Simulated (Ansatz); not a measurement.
## Ansatz (development build ahead of 0.2.0) run

```yaml
crystal:
  periodic: [false, false, false]
  atoms:
    - { symbol: "N", position_ang: [0.0, 0.0, -0.49493] }
    - { symbol: O, position_ang: [0.0, 0.0, 0.49493] }
basis:
  gaussian: { orbitals: "6-31G" }
magnetization:
  initial_magnetization: 1
hamiltonian:
  xc: hf
correlation:
  method: ccsd_t
  frozen_orbitals: { "N": 1, O: 1 }
```

The input is written out in the form of the current development build from the run's settings. Correlation on restricted open-shell orbitals is semicanonical, with singles.

Output:

```yaml
Converged: yes
Reference_energy: -129.08894 hartree
Correlation_energy: -0.20371 hartree
Total_energy: -129.29265 hartree
```
